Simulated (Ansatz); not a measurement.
A calculation on 1T (CdI2-type) TiTe2 returned lattice constant a 3.744 Å, lattice parameter c 6.414 Å, equilibrium volume per atom 25.96 Å³/atom.

For reference: equilibrium volume per atom 26.76 Å³/atom (measured, temperature not stated, not corrected to a static lattice, from a published cell, pressure not stated; as tabulated in Journal of Solid State Chemistry 39, 230 (1981)).

Which level of theory produced these numbers?
A) PBE-D3(BJ) (Ansatz (an electronic-structure program))
B) r²SCAN-D4 (Ansatz)
C) rVV10 (Ansatz)
D) PBE0-D4 (Ansatz)

D, PBE0-D4 (Ansatz)

The others give: r²SCAN-D4 3.792 Å, 6.654 Å, 27.61 Å³/atom; PBE-D3(BJ) 3.699 Å, 6.379 Å, 25.19 Å³/atom; rVV10 3.827 Å, 6.615 Å, 27.97 Å³/atom.

Unless a cell is named, each level is at its own relaxed cell (PBE-D3(BJ) 25.19, PBE0-D4 25.96, r²SCAN-D4 27.61, rVV10 27.97 Å³/atom).

Caveats: exact exchange on metals is sensitive to the k mesh and can open a false gap (PBE0-D4). Ansatz's density-functional and Hartree–Fock values are scalar-relativistic unless marked +SOC, with PAW data made under PBE.
